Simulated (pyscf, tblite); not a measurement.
H₂P–GeH₃ → PH₃ + germylene (GeH₂) [singlet]: energy along the mass-weighted descent from the GFN2-xTB saddle (tblite), relative to the relaxed reactant side.

```
s (amu^1/2 bohr) | E (kcal/mol)
    -4.91 |  0.1
    -4.77 |  0.1
    -4.44 |  0.6
    -3.36 | ### 5.2
    -2.40 | ######### 14.8
    -1.32 | #################### 33.6
   -0.360 | ############################## 49.9
    0.720 | ########################### 44.8
     1.80 | ############## 22.9
     2.76 | ####### 12.1
     3.84 | #### 7.1
     4.33 | #### 6.1
     4.65 | ### 5.7
     4.90 | ### 5.5
     5.10 | ### 5.3
```

Question: The GFN2-xTB barrier from the reactant side is 2.24 eV. What does ωB97X-D3(BJ) (PySCF) give from its own reactant-side minimum, in def2-SVP and in def2-TZVP?

Answer: 3.05 eV in the double-zeta basis after reoptimising the saddle, and 3.00 eV in the triple-zeta single point, so the tight-binding barrier lies 0.77 eV under the latter. The imaginary mode goes from 1060i to 1261i cm⁻¹.
